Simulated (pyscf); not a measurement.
Thermochemistry of product channels of O=Nb(F)(F)–F + H₂ on the singlet surface, in eV, from ωB97M-D3(BJ)/def2-TZVP energies (ideal gas, 1 atm, RRHO with modes under 100 cm⁻¹ raised to 100, one conformer, R ln 2 for chiral ones without a mode under 150 cm⁻¹). Structures and frequencies: ωB97X-D3(BJ)/def2-SVP in PySCF.

```json
[
 {"products": "O=NbH(F)–F + HF", "ΔE": "+1.66", "ΔH(298 K)": "+1.74", "ΔG(600 K)": "+1.56", "ΔG(900 K)": "+1.48"},
 {"products": "HO–NbH(F)(F)–F", "ΔE": "?", "ΔH(298 K)": "+0.58", "ΔG(600 K)": "+1.26", "ΔG(900 K)": "?"}
]
```

Q: Fill in the missing entries.

A: 
- HO–NbH(F)(F)–F, ΔE: +0.42
- HO–NbH(F)(F)–F, ΔG(900 K): +1.61

These are energies of the channels, which say nothing of barriers. Elements past Kr carry the def2 core potentials, without spin-orbit coupling.
